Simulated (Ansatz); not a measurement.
The input, for Ansatz 0.2.0:

```yaml
crystal:
  periodic: [false, false, false]
  atoms:
    - {symbol: Mg, position_ang: [0.000000, 0.000000, 0.000000]}
    - {symbol: Mg, position_ang: [0.000000, 0.000000, 2.706600]}
basis:
  gaussian: {orbitals: aug-cc-pVDZ}
total_charge: -1
magnetization: {spin_polarized: false, initial_magnetization: 5}
correlation: {method: ccsd_t, electrons: outside_noble_gas}
output: {forces: true}
```

```sh
$ ansatz run in.yaml --threads 1 --pin off --events-out ev --progress --plain --max-ram 2393MiB
```

The program prints:

```
526 factors; integrals over basis functions are off by at most 5.2e-4 eV
mean field evaluation 1: about -10848.6305 eV, gradient 1.1e1 eV
mean field evaluation 2: about -10848.7112 eV, gradient 1.1e1 eV
mean field evaluation 4: about -10860.5671 eV, gradient 3.3e0 eV
mean field evaluation 8: about -10860.8656 eV, gradient 6.4e-1 eV
mean field evaluation 16: about -10860.9549 eV, gradient 2.0e-1 eV
mean field evaluation 32: about -10848.6305 eV, gradient 1.1e1 eV
mean field evaluation 64: about -10860.1033 eV, gradient 3.2e0 eV
mean field evaluation 96: about -10858.5469 eV, gradient 3.4e0 eV
mean field evaluation 128: about -10859.4477 eV, gradient 4.0e-1 eV
mean field evaluation 160: about -10858.4050 eV, gradient 2.2e0 eV
mean field evaluation 192: about -10859.2232 eV, gradient 6.0e-2 eV
mean field evaluation 224: about -10859.1087 eV, gradient 7.6e-3 eV
mean field evaluation 256: about -10858.9770 eV, gradient 1.7e-1 eV
mean field evaluation 288: about -10856.3070 eV, gradient 3.8e-1 eV
mean field evaluation 320: about -10856.6878 eV, gradient 7.4e-1 eV
mean field evaluation 352: about -10857.1353 eV, gradient 2.6e0 eV
mean field evaluation 384: about -10855.6844 eV, gradient 1.8e-1 eV
mean field evaluation 416: about -10859.4456 eV, gradient 5.4e-2 eV
mean field -10860.95721291 eV, -399.1328157533 hartree, gradient 7.9e-7 eV, S^2 8.750000; 17 other end points of the search recorded, 0 dependent functions left out
mean field evaluation 448: about -10860.9581 eV, gradient 6.9e-5 eV
mean field evaluation 480: about -10856.2826 eV, gradient 3.1e0 eV
determinant -10860.95721291 eV, -399.1328157533 hartree, with singles and doubles -10861.82696754 eV, -399.1647786463 hartree
determinant -10859.59866033 eV, -399.0828898670 hartree, with singles and doubles -10860.22986979 eV, -399.1060863866 hartree
determinant -10859.57631301 eV, -399.0820686180 hartree, with singles and doubles -10860.40429339 eV, -399.1124963356 hartree
determinant -10859.52583018 eV, -399.0802134082 hartree, with singles and doubles -10860.33346907 eV, -399.1098935900 hartree
determinant -10859.45719087 eV, -399.0776909600 hartree, with singles and doubles -10860.00779907 eV, -399.0979254383 hartree
determinant -10859.33261382 eV, -399.0731128378 hartree, with singles and doubles -10860.07503297 eV, -399.1003962383 hartree
determinant -10859.22333116 eV, -399.0690967743 hartree, with singles and doubles -10859.74872393 eV, -399.0884046022 hartree
determinant -10859.13857158 eV, -399.0659819169 hartree, with singles and doubles -10859.73760644 eV, -399.0879960420 hartree
determinant -10859.10871180 eV, -399.0648845903 hartree, with singles and doubles -10859.91432412 eV, -399.0944902972 hartree
determinant -10859.06924662 eV, -399.0634342719 hartree, with singles and doubles -10859.62224108 eV, -399.0837564434 hartree
determinant -10858.96348487 eV, -399.0595475993 hartree, with singles and doubles -10859.85023834 eV, -399.0921351883 hartree
10 core orbitals not correlated: weight in the atoms' cores, before any rotation towards them, 1.000 or more for the frozen orbitals, at most 0.000 for the correlated occupied ones
reference -10860.95721291 eV, -399.1328157533 hartree; 5, 0 occupied and 39, 44 virtual orbitals, 526 factors
second order -0.57628023 eV of doubles, -0.00000002 eV of singles
cycle   1  -0.86902772 eV  change   -1.6e-2 eV  update   1.1e-2
cycle   2  -0.87093392 eV  change   -1.9e-3 eV  update   3.9e-3
cycle   3  -0.87181027 eV  change   -8.8e-4 eV  update   8.3e-4
cycle   4  -0.87196167 eV  change   -1.5e-4 eV  update   2.5e-4
cycle   5  -0.87199723 eV  change   -3.6e-5 eV  update   7.9e-5
cycle   6  -0.87200801 eV  change   -1.1e-5 eV  update   2.4e-5
cycle   7  -0.87200776 eV  change    2.5e-7 eV  update   8.5e-6
cycle   8  -0.87200735 eV  change    4.1e-7 eV  update   2.8e-6
cycle   9  -0.87200731 eV  change    3.7e-8 eV  update   9.7e-7
cycle  10  -0.87200734 eV  change   -2.7e-8 eV  update   2.9e-7
perturbative correction -0.03326090 eV, -0.0012223156 hartree
the calculation of the forces begins
Total energy: -10861.86248115 eV, -399.1660837475 hartree
Atom 0 at     0.000000     0.000000     0.000000 Å, force    -0.000000     0.000000    -0.890765 eV/Å
Atom 1 at     0.000000     0.000000     2.706600 Å, force    -0.000000    -0.000000     0.890765 eV/Å
Dipole moment:     0.000000    -0.000000     0.000000 e Å
```

Forces (eV/Å):
```
Mg   0.000  0.000 -0.891
Mg   0.000  0.000  0.891
```

For the same geometry and basis full CI lies 18.1 meV lower.

Ran on 1 thread of Arm Neoverse V2, shared host: 7 s wall, 0.16 GiB peak host memory.
